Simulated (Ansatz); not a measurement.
## Wavefunction methods compared: HO2, doublet

Computed with Ansatz's Gaussian-basis code (development build); BCCD by scripts on PySCF. Basis STO-3G, 2 core orbitals frozen, nonrelativistic. Perturbation and coupled-cluster methods stand on the Hartree–Fock determinant that coupled cluster favours; RHF here means ROHF, with semicanonical perturbation theory. The state met can differ between shapes. A minimal or small basis: far from the basis limit. The unrestricted determinant is a mixture of spins, so it may stand for another state.

Shape A. A bond is stretched, to 2.72 times the sum of the covalent radii.

```xyz
3

O     0.0000    0.0000    0.0000
H     0.0000    0.9400   -0.2400
O     0.0000    0.0000    3.5910
```

Shape B. A bond is stretched, to 1.65 times the sum of the covalent radii.

```xyz
3

O     0.0000    0.0000    0.0000
H     0.0000    1.5510   -0.3960
O     0.0000    0.0000    1.3300
```

Shape C. A bond is stretched, to 1.50 times the sum of the covalent radii.

```xyz
3

O     0.0000    0.0000    0.0000
H     0.0000    1.4100   -0.3600
O     0.0000    0.0000    1.3300
```

Correlation energy of CCSD(T), then each method's total less that of CCSD(T), in eV:

```
 case  E corr CCSD(T)    CCSD    BCCD  BCCD(T)   determinant
A UHF          -0.666   0.000   0.000    0.000  ⟨S²⟩ = 1.753
B RHF          -4.835  +0.183  +0.250   -0.042             –
C RHF          -4.032  +0.111  +0.164   -0.009             –
```

Q: How far does full CI lie from CCSD(T) in each case, and where is CCSD(T) within 1 kcal/mol (0.043 eV)?

A: A UHF: -0.001 eV (within, spin-contaminated determinant); B RHF: -0.201 eV (outside); C RHF: -0.117 eV (outside).
